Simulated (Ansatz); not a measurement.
Chalcopyrite CuGaSe2, treated with PBEsol in Ansatz (plane waves, PAW).

Run with plane-wave cutoff 520 eV, 8×8×8 k mesh, Fermi–Dirac smearing 0.01 eV, no spin polarisation, scalar-relativistic PAW data made under PBE.

Response to compression and expansion (c/a stays at 1.988):

Shape and atoms are relaxed at each volume.

```json
[
 {"V (Å³/atom)": "20.615", "P (GPa)": "3.19", "direct gap at Γ (eV)": "0.297"},
 {"V (Å³/atom)": "21.044", "P (GPa)": "1.50", "direct gap at Γ (eV)": "0.207"},
 {"V (Å³/atom)": "21.474", "P (GPa)": "-0.01", "direct gap at Γ (eV)": "0.122"},
 {"V (Å³/atom)": "21.903", "P (GPa)": "-1.34", "direct gap at Γ (eV)": "0.042"},
 {"V (Å³/atom)": "22.333", "P (GPa)": "-2.52", "direct gap at Γ (eV)": "0.033"}
]
```

Measured, for comparison: band gap 1.67 eV (temperature not stated, no zero-point or thermal correction, direct or pseudo-direct at Γ; as tabulated in Ghosh et al. (2024), arXiv:2401.16805).

Note: the bulk modulus comes from volumes at which shape and atoms were relaxed.

Spin–orbit coupling is not included.

Ansatz is a program for electronic structure.
